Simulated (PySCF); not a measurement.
Al₂: energy against distance

Set-up: PySCF, no relativity, basis sets Al def2-SVPD. Energies in eV from Al + Al in their ground configurations at the same level. State: ³Πu (triplet), unpaired electrons σ ↑, π ↑.

All columns are UHF.

```json
{"R (Å)": "2.356", "E (eV)": "-0.300", "HOMO (eV)": "-6.73", "LUMO (eV)": "-0.51", "Mayer bond order": "1.33", "⟨S²⟩": "2.03"}
{"R (Å)": "2.465", "E (eV)": "-0.557", "HOMO (eV)": "-6.47", "LUMO (eV)": "-0.40", "Mayer bond order": "1.28", "⟨S²⟩": "2.03"}
{"R (Å)": "2.575", "E (eV)": "-0.703", "HOMO (eV)": "-6.25", "LUMO (eV)": "-0.30", "Mayer bond order": "1.23", "⟨S²⟩": "2.03"}
{"R (Å)": "2.657", "E (eV)": "-0.757", "HOMO (eV)": "-6.09", "LUMO (eV)": "-0.23", "Mayer bond order": "1.21", "⟨S²⟩": "2.04"}
{"R (Å)": "2.739", "E (eV)": "-0.777", "HOMO (eV)": "-5.95", "LUMO (eV)": "-0.17", "Mayer bond order": "1.18", "⟨S²⟩": "2.04"}
{"R (Å)": "2.821", "E (eV)": "-0.769", "HOMO (eV)": "-5.82", "LUMO (eV)": "-0.11", "Mayer bond order": "1.16", "⟨S²⟩": "2.04"}
{"R (Å)": "2.931", "E (eV)": "-0.728", "HOMO (eV)": "-5.66", "LUMO (eV)": "-0.04", "Mayer bond order": "1.14", "⟨S²⟩": "2.04"}
{"R (Å)": "3.068", "E (eV)": "-0.643", "HOMO (eV)": "-5.48", "LUMO (eV)": "0.03", "Mayer bond order": "1.12", "⟨S²⟩": "2.04"}
{"R (Å)": "3.232", "E (eV)": "-0.510", "HOMO (eV)": "-5.29", "LUMO (eV)": "0.12", "Mayer bond order": "1.10", "⟨S²⟩": "2.04"}
{"R (Å)": "3.451", "E (eV)": "-0.307", "HOMO (eV)": "-5.06", "LUMO (eV)": "0.11", "Mayer bond order": "1.07", "⟨S²⟩": "2.04"}
```

Hartree–Fock leaves out correlation, which carries a large part of most bond energies and some tenths to 1 eV of ionisation energies. The state is the lowest determinant that a PBE0 search found; another state may lie lower at other levels.
